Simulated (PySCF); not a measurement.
Molecule: SMILES C[C@@H]1C[C@H]1C#N, C₅H₇N.

Atom-mapped SMILES (the numbers label the heavy atoms): `[CH3:1][C@@H:2]1[CH2:3][C@H:4]1[C:5]#[N:6]`. Each H is labelled by its parent atom. Ha(C3) is cis to C1 on the ring; Hb(C3) is trans to C1 on the ring.

Spin–spin couplings on one PBE0-D3(BJ)/def2-SVP geometry, PySCF 2.14.0 with density-fitted response routines, gas phase, non-relativistic, equivalent pairs averaged (spin–dipole term only in couplings to heteroatoms); isotopes 13C, 1H, 15N; basis pcJ-1.

Question: How do the couplings (Hz) change with the functional? Times are CPU seconds on 1 thread of an x86-64 server CPU, shared host.

Answer: 
```tsv
functional	functions	1J(C4,H(C4))	1J(C3,Hb(C3))	1J(C3,Ha(C3))	1J(C2,H(C2))	1J(C1,H(C1))	1J(C4,C5)	1J(C5,N6)	core-s
HF	232	218.8	205.0	200.8	199.4	161.0	159.1	-87.3	21
LDA	232	137.0	136.4	133.2	131.5	101.5	67.9	-9.0	17
PBE	232	162.5	160.7	156.9	155.5	122.0	78.0	-11.1	27
KT2	232	175.5	172.5	167.9	166.0	128.1	63.2	-4.1	28
PBE0	232	167.8	165.2	161.4	160.0	126.0	86.3	-18.0	30
B97-2	232	159.4	158.0	154.6	152.3	120.5	84.6	-17.2	30
BHandHLYP	232	189.1	185.6	181.7	179.6	143.7	102.9	-30.7	35
CAM-B3LYP	232	174.0	171.4	167.7	165.7	131.0	90.3	-21.4	40
```
